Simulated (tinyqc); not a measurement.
Inside a calculation. Method: MP2 on RHF in the sto-3g basis, frozen core, for OH-, spin multiplicity 1. The basis has no diffuse functions, so it cannot describe the extra electron: this is an exercise in the method, not the real anion. Computed by tinyqc, a small Python program that keeps every step (integrals from PySCF). Settings: charge = -1, multiplicity = 1, basis = sto-3g, method = RHF, frozen orbitals = 1, energy threshold = 1e-10, iteration cap = 73, orthogonalisation = symmetric, start = core, DIIS depth = 6. Command: `OMP_NUM_THREADS=1 python tinyqc.py 30798 30799 out.jsonl` (the two numbers bound the seeds that draw the settings). One thread of a shared host (Intel(R) Xeon(R) Processor @ 2.60GHz), about 0.1 s of CPU time with the checks. The early iterations of the SCF are left out here.

## One-electron integrals

Geometry (angstrom):
```
atom,x,y,z
O,0.0000,0.0000,0.0000
H,0.0000,0.0000,1.0910
```

Basis sto-3g: exponents (1/bohr^2) and contraction coefficients of normalised primitives:
```
element,l (shell),exponent,coefficient
O,s (1),130.7093,0.1543
O,s (1),23.8089,0.5353
O,s (1),6.4436,0.4446
O,s (2),5.0332,-0.1000
O,s (2),1.1696,0.3995
O,s (2),0.3804,0.7001
O,p (3),5.0332,0.1559
O,p (3),1.1696,0.6077
O,p (3),0.3804,0.3920
H,s (1),3.4253,0.1543
H,s (1),0.6239,0.5353
H,s (1),0.1689,0.4446
```

Overlap, kinetic and nuclear-attraction integrals over the contracted functions; the nuclear repulsion is the sum of Za Zb / Rab.

nuclear repulsion = 3.880310 hartree

overlap S:
```
,1O 1s,1O 2s,1O 2px,1O 2py,1O 2pz,2H 1s
1O 1s,1.0000,0.2367,0.0000,0.0000,0.0000,0.0392
1O 2s,0.2367,1.0000,0.0000,0.0000,0.0000,0.3914
1O 2px,0.0000,0.0000,1.0000,0.0000,0.0000,0.0000
1O 2py,0.0000,0.0000,0.0000,1.0000,0.0000,0.0000
1O 2pz,0.0000,0.0000,0.0000,0.0000,1.0000,0.3441
2H 1s,0.0392,0.3914,0.0000,0.0000,0.3441,1.0000
```

kinetic energy T (hartree):
```
,1O 1s,1O 2s,1O 2px,1O 2py,1O 2pz,2H 1s
1O 1s,29.0032,-0.1680,0.0000,0.0000,0.0000,-0.0083
1O 2s,-0.1680,0.8081,0.0000,0.0000,0.0000,0.0736
1O 2px,0.0000,0.0000,2.5287,0.0000,0.0000,0.0000
1O 2py,0.0000,0.0000,0.0000,2.5287,0.0000,0.0000
1O 2pz,0.0000,0.0000,0.0000,0.0000,2.5287,0.1921
2H 1s,-0.0083,0.0736,0.0000,0.0000,0.1921,0.7600
```

nuclear attraction V (hartree):
```
,1O 1s,1O 2s,1O 2px,1O 2py,1O 2pz,2H 1s
1O 1s,-61.1035,-7.2979,0.0000,0.0000,-0.0119,-1.2401
1O 2s,-7.2979,-9.5343,0.0000,0.0000,-0.1458,-2.8673
1O 2px,0.0000,0.0000,-9.4308,0.0000,0.0000,0.0000
1O 2py,0.0000,0.0000,0.0000,-9.4308,0.0000,0.0000
1O 2pz,-0.0119,-0.1458,0.0000,0.0000,-9.5226,-2.2560
2H 1s,-1.2401,-2.8673,0.0000,0.0000,-2.2560,-5.0236
```

core Hamiltonian H = T + V (hartree):
```
,1O 1s,1O 2s,1O 2px,1O 2py,1O 2pz,2H 1s
1O 1s,-32.1003,-7.4659,0.0000,0.0000,-0.0119,-1.2484
1O 2s,-7.4659,-8.7262,0.0000,0.0000,-0.1458,-2.7937
1O 2px,0.0000,0.0000,-6.9021,0.0000,0.0000,0.0000
1O 2py,0.0000,0.0000,0.0000,-6.9021,0.0000,0.0000
1O 2pz,-0.0119,-0.1458,0.0000,0.0000,-6.9939,-2.0639
2H 1s,-1.2484,-2.7937,0.0000,0.0000,-2.0639,-4.2635
```

## Two-electron integrals

Functions are numbered as in S; the eight-fold symmetry (ij|kl) = (ji|kl) = (kl|ij) leaves the list below.

Two-electron integrals (ij|kl) in chemists' order, unique and non-zero (hartree):
```
i,j,k,l,(ij|kl)
1,1,1,1,4.7851
2,1,1,1,0.7414
2,1,2,1,0.1369
2,2,1,1,1.1189
2,2,2,1,0.2566
2,2,2,2,0.8172
3,1,3,1,0.0245
3,2,3,1,0.0378
3,2,3,2,0.1805
3,3,1,1,1.1158
3,3,2,1,0.2567
3,3,2,2,0.8170
3,3,3,3,0.8802
4,1,4,1,0.0245
4,2,4,1,0.0378
4,2,4,2,0.1805
4,3,4,3,0.0474
4,4,1,1,1.1158
4,4,2,1,0.2567
4,4,2,2,0.8170
4,4,3,3,0.7853
4,4,4,4,0.8802
5,1,5,1,0.0245
5,2,5,1,0.0378
5,2,5,2,0.1805
5,3,5,3,0.0474
5,4,5,4,0.0474
5,5,1,1,1.1158
5,5,2,1,0.2567
5,5,2,2,0.8170
5,5,3,3,0.7853
5,5,4,4,0.7853
5,5,5,5,0.8802
6,1,1,1,0.1244
6,1,2,1,0.0228
6,1,2,2,0.0425
6,1,3,3,0.0424
6,1,4,4,0.0424
6,1,5,1,0.0010
6,1,5,2,0.0020
6,1,5,5,0.0427
6,1,6,1,0.0038
6,2,1,1,0.3185
6,2,2,1,0.0740
6,2,2,2,0.2629
6,2,3,3,0.2583
6,2,4,4,0.2583
6,2,5,1,0.0056
6,2,5,2,0.0435
6,2,5,5,0.2719
6,2,6,1,0.0126
6,2,6,2,0.1069
6,3,3,1,0.0076
6,3,3,2,0.0447
6,3,5,3,0.0089
6,3,6,3,0.0148
6,4,4,1,0.0076
6,4,4,2,0.0447
6,4,5,4,0.0089
6,4,6,4,0.0148
6,5,1,1,0.2361
6,5,2,1,0.0556
6,5,2,2,0.2107
6,5,3,3,0.2012
6,5,4,4,0.2012
6,5,5,1,0.0112
6,5,5,2,0.0774
6,5,5,5,0.2293
6,5,6,1,0.0098
6,5,6,2,0.1040
6,5,6,5,0.1149
6,6,1,1,0.4742
6,6,2,1,0.1120
6,6,2,2,0.4576
6,6,3,3,0.4395
6,6,4,4,0.4395
6,6,5,1,0.0104
6,6,5,2,0.1138
6,6,5,5,0.4932
6,6,6,1,0.0192
6,6,6,2,0.2395
6,6,6,5,0.2661
6,6,6,6,0.7746
```

## Orthogonalisation

S = U s U^T; symmetric (Loewdin) form X = U s^(-1/2) U^T, so that X^T S X = 1.

eigenvalues of S: 0.4586  0.8397  1.0000  1.0000  1.1348  1.5669

X:
```
,1O 1s,1O 2s,1O 2px,1O 2py,1O 2pz,2H 1s
1O 1s,1.0229,-0.1305,0.0000,0.0000,-0.0067,0.0208
1O 2s,-0.1305,1.0976,0.0000,0.0000,0.0651,-0.2433
1O 2px,0.0000,0.0000,1.0000,0.0000,0.0000,0.0000
1O 2py,0.0000,0.0000,0.0000,1.0000,0.0000,0.0000
1O 2pz,-0.0067,0.0651,0.0000,0.0000,1.0559,-0.2098
2H 1s,0.0208,-0.2433,0.0000,0.0000,-0.2098,1.1291
```

## Iteration 7 (converged): orbitals

converged F (hartree):
```
,1O 1s,1O 2s,1O 2px,1O 2py,1O 2pz,2H 1s
1O 1s,-19.4164,-4.9778,0.0000,0.0000,-0.0202,-0.8411
1O 2s,-4.9778,-1.7843,0.0000,0.0000,-0.0214,-0.5864
1O 2px,0.0000,0.0000,0.2284,0.0000,0.0000,0.0000
1O 2py,0.0000,0.0000,0.0000,0.2284,0.0000,0.0000
1O 2pz,-0.0202,-0.0214,0.0000,0.0000,0.4880,-0.2876
2H 1s,-0.8411,-0.5864,0.0000,0.0000,-0.2876,-0.0208
```

Diagonalise F' = X^T F X, C = X C', fill 5 alpha and 5 beta electrons from the bottom; D = 2 C_occ C_occ^T. Each column has its largest component positive (the first on a tie).

F' = X^T F X (hartree):
```
,1,2,3,4,5,6
1,-19.0477,-2.6477,0.0000,0.0000,-0.0522,-0.0934
2,-2.6477,-0.7871,0.0000,0.0000,0.1426,-0.4079
3,0.0000,0.0000,0.2284,0.0000,0.0000,0.0000
4,0.0000,0.0000,0.0000,0.2284,0.0000,0.0000
5,-0.0522,0.1426,0.0000,0.0000,0.6775,-0.5003
6,-0.0934,-0.4079,0.0000,0.0000,-0.5003,0.3482
```

orbital energies (hartree): MO1 -19.4250, MO2 -0.5793, MO3 0.0733, MO4 0.2284, MO5 0.2284, MO6 1.1218

coefficients C:
```
,MO1,MO2,MO3,MO4,MO5,MO6
1O 1s,0.9944,-0.2434,0.0988,0.0000,0.0000,-0.0770
1O 2s,0.0236,0.9075,-0.5084,0.0000,0.0000,0.4501
1O 2px,0.0000,0.0000,0.0000,0.9920,0.1260,0.0000
1O 2py,0.0000,0.0000,0.0000,-0.1260,0.9920,0.0000
1O 2pz,0.0028,0.0329,0.5180,0.0000,0.0000,0.9454
2H 1s,-0.0054,0.2330,0.7151,0.0000,0.0000,-0.9016
```

D after iteration 7:
```
,1O 1s,1O 2s,1O 2px,1O 2py,1O 2pz,2H 1s
1O 1s,2.1157,-0.4954,0.0000,0.0000,0.0919,0.0172
1O 2s,-0.4954,2.1654,0.0000,0.0000,-0.4670,-0.3045
1O 2px,0.0000,0.0000,2.0000,0.0000,0.0000,0.0000
1O 2py,0.0000,0.0000,0.0000,2.0000,0.0000,0.0000
1O 2pz,0.0919,-0.4670,0.0000,0.0000,0.5388,0.7561
2H 1s,0.0172,-0.3045,0.0000,0.0000,0.7561,1.1314
```

Within a degenerate level the vectors are fixed only up to a rotation; this is one choice.

## Convergence

Stop when the energy changes by less than 1e-10 hartree and every element of the error matrix X^T (F D S - S D F) X is below 3e-06.

Course of the cycle:
```
iteration,E (hartree),change,largest element of the error matrix
1,-72.940375,-,6.88e-01
2,-74.047105,-1.11e+00,1.54e-01
3,-74.063780,-1.67e-02,3.51e-02
4,-74.064684,-9.04e-04,1.16e-03
5,-74.064685,-7.33e-07,5.71e-05
6,-74.064685,-2.57e-09,8.84e-07
7,-74.064685,-4.26e-13,3.66e-09
```

PySCF RHF in the same basis = -74.064685 hartree

Converged in 7 iterations.

## Integrals over molecular orbitals

(pq|rs) = sum C_ip C_jq C_kr C_ls (ij|kl), one index at a time.

one-electron integrals over orbitals h = C^T H C (hartree):
```
,1,2,3,4,5,6
1,-32.0831,0.5976,-0.2335,0.0000,0.0000,0.1836
2,0.5976,-7.1094,0.7199,0.0000,0.0000,-0.9243
3,-0.2335,0.7199,-5.4741,0.0000,0.0000,-1.4553
4,0.0000,0.0000,0.0000,-6.9021,0.0000,0.0000
5,0.0000,0.0000,0.0000,0.0000,-6.9021,0.0000
6,0.1836,-0.9243,-1.4553,0.0000,0.0000,-5.6674
```

Two-electron integrals over orbitals (pq|rs), unique and non-zero (hartree); the lowest 1 orbital is frozen and left out:
```
p,q,r,s,(pq|rs)
2,2,2,2,0.7272
3,2,2,2,-0.0467
3,2,3,2,0.1409
3,3,2,2,0.6124
3,3,3,2,-0.0033
3,3,3,3,0.6353
4,2,4,2,0.1525
4,3,4,2,-0.0487
4,3,4,3,0.0386
4,4,2,2,0.7579
4,4,3,2,-0.1028
4,4,3,3,0.5989
4,4,4,4,0.8802
5,2,5,2,0.1525
5,3,5,2,-0.0487
5,3,5,3,0.0386
5,4,5,4,0.0474
5,5,2,2,0.7579
5,5,3,2,-0.1028
5,5,3,3,0.5989
5,5,4,4,0.7853
5,5,5,5,0.8802
6,2,2,2,0.0987
6,2,3,2,0.0352
6,2,3,3,0.0029
6,2,4,4,0.1033
6,2,5,5,0.1033
6,2,6,2,0.1086
6,3,2,2,0.1246
6,3,3,2,-0.1193
6,3,3,3,0.0290
6,3,4,4,0.1647
6,3,5,5,0.1647
6,3,6,2,0.0328
6,3,6,3,0.1735
6,4,4,2,0.0371
6,4,4,3,0.0110
6,4,6,4,0.0382
6,5,5,2,0.0371
6,5,5,3,0.0110
6,5,6,5,0.0382
6,6,2,2,0.6771
6,6,3,2,0.0193
6,6,3,3,0.6349
6,6,4,4,0.6667
6,6,5,5,0.6667
6,6,6,2,0.0848
6,6,6,3,0.0544
6,6,6,6,0.7156
```

## Second-order Moller-Plesset energy

Hartree-Fock energy = -74.064685 hartree

E2 = sum_ijab (ia|jb) [2 (ia|jb) - (ib|ja)] / (e_i + e_j - e_a - e_b) over occupied i, j and virtual a, b; the opposite-spin part is (ia|jb)^2 / denominator, the rest is same-spin, and SCS-MP2 scales them by 6/5 and 1/3.

Terms:
```
i,j,a,b,(ia|jb),(ib|ja),denominator,term
3,3,6,6,0.1735,0.1735,-2.0971,-0.0144
2,2,6,6,0.1086,0.1086,-3.4022,-0.0035
5,5,6,6,0.0382,0.0382,-1.7869,-0.0008
4,4,6,6,0.0382,0.0382,-1.7869,-0.0008
3,2,6,6,0.0328,0.0328,-2.7496,-3.91e-04
2,3,6,6,0.0328,0.0328,-2.7496,-3.91e-04
```

Pair energies (hartree; pair i-j sums ij and ji):
```
pair,opposite spin,same spin
2-2,-0.0035,0.0000
3-2,-0.0008,0.0000
3-3,-0.0144,0.0000
4-4,-0.0008,0.0000
5-5,-0.0008,0.0000
```

MP2 correlation energy = -0.020233 hartree

SCS-MP2 correlation energy = -0.024280 hartree

MP2 total energy = -74.084919 hartree
